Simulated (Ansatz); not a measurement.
# What a trial cell of HfSc3 relaxes into

All numbers below come from DFT PBE, scalar-relativistic, plane waves, PAW (Ansatz 0.2.0).

HfSc3 was placed on the TiAl3 (D0_22) structure type (I4/mmm, No. 139), with Hf in place of Ti, Sc in place of Al, at a guessed volume.

The final relaxation ran on this input, with the default PAW datasets:

```yaml
crystal:
  lattice:
    - [-2.2783508231, 2.2783508231, 4.5394311796]
    - [2.2783508231, -2.2783508231, 4.5394311796]
    - [2.2783508231, 2.2783508231, -4.5394311796]
  atoms:
    - { symbol: Hf, position: [0.0, 0.0, 0.0] }
    - { symbol: Sc, position: [0.5, 0.5, 0.0] }
    - { symbol: Sc, position: [0.25, 0.75, 0.5] }
    - { symbol: Sc, position: [0.75, 0.25, 0.5] }
basis:
  ecutwfc: 420
kpoints:
  mp_grid: { grid: [14, 14, 14] }
hamiltonian:
  xc: pbe
scf:
  occupations: { method: gaussian, width: 0.1 }
output:
  forces: true
  stress: true
  eigenvalues: true
relax:
  adjacent_minimum: "off"
  f_tol: 0.01
  max_steps: 80
  cell: { stress_tol: 0.05 }
```

Launched as:

```bash
ansatz run input.yaml --threads 1 --pin off --max-ram 2560MiB --backend cpu --events-out ev --progress --plain --runs-dir out
```

Time: 3.5 min on 1 thread of Arm Neoverse V2 (shared host), peak memory 0.84 GiB.

End of the output:

```
SCF converged after 8 iterations
Free energy (F): -22128.525843 eV
Harris-Foulkes:  -22128.525843 eV  (|F-HF|=0.00e0)
Internal energy: -22128.490895 eV  (E = F + TS)
E sigma→0 (E₀):  -22128.508369 eV
Entropy (-TS):   -0.034947 eV (-8.737 meV/atom)
Fermi energy:    11.943467 eV
--- Per-component energies (eV) ---
  E_band       = -582.525639
  E_kinetic    = 1206.458262
  E_local      = -8812.650543  (includes V_loc(G=0)·N_el)
  E_nonlocal   = -995.175204
  E_hartree    = 3798.363004
  E_xc         = -612.399670
  E_vxc        = -652.718066  (∫ρ·V_xc dr)
  E_paw        = -9793.753510  (= ΣΔE_a)
  E_vpaw       = 1074.833877  (= ΣTr[D̂ρ^β])
  E_aug_tail   = 0.000028  (compensation charges beyond the density's cutoff)
  E_ewald      = -6919.333262
  E_smearing   = -0.034947  (= −TS)
  E_closure    = 0.000000  (closes the sum)
  Σ components = -22128.525843   (vs F -22128.525843, Δ=0.00e0)
--- Forces (eV/Å), atoms counted from 1 ---
  atom   1  Hf     0.00000000     0.00000000     0.00000000
  atom   2  Sc     0.00000000     0.00000000     0.00000000
  atom   3  Sc     0.00000000     0.00000000     0.00000000
  atom   4  Sc     0.00000000     0.00000000     0.00000000
  max |Σ_I F_I| component: 2.17e-18 eV/Å
--- Stress (GPa, compression-positive) ---
       -0.008376       0.000000       0.000000
        0.000000      -0.008376       0.000000
        0.000000       0.000000      -0.042071
  P = ⅓ Tr σ = -0.0196 GPa (-0.196 kbar)
--- Relaxed structure (3 steps of the walk, 3 accepted, 1 SCFs on fresh bases) ---
  F+E_penalty+E_count = -22128.52584254 eV   max|allowed force component| = 7.589e-19 eV/Å   (the final SCF, on the basis selected at the relaxed cell)
  cell:  # Å, volume = 94.5049 Å³
    - [-2.283688, 2.283688, 4.530234]
    - [2.283688, -2.283688, 4.530234]
    - [2.283688, 2.283688, -4.530234]
  atoms:
    - { symbol: Hf, position: [0.000000, 0.000000, 0.000000] }
    - { symbol: Sc, position: [0.5, 0.5, 0.000000] }
    - { symbol: Sc, position: [0.250000, 0.750000, 0.500000] }
    - { symbol: Sc, position: [0.750000, 0.250000, 0.500000] }
```

Total energies depend on the potentials used, so only differences within one code and one set of settings carry meaning.

The result has space group I4/mmm (No. 139). Hf is coordinated by 12 Sc at 3.22–3.23 Å; Sc on Wyckoff site b (1 atom of the primitive cell) has 8 Sc at 3.22 Å and 4 Hf at 3.23 Å; Sc on Wyckoff site d (2 atoms of the primitive cell) has 4 Hf at 3.22 Å and 8 Sc at 3.22–3.23 Å.

Against the elements it lies at 0.07 eV/atom. Formation energies are uncorrected and refer to the elements' standard structures at the same level.

The k mesh leaves about 4 meV/atom of noise in metals. Spin–orbit coupling is left out.

A structure relaxed within its symmetry needn't be a true minimum.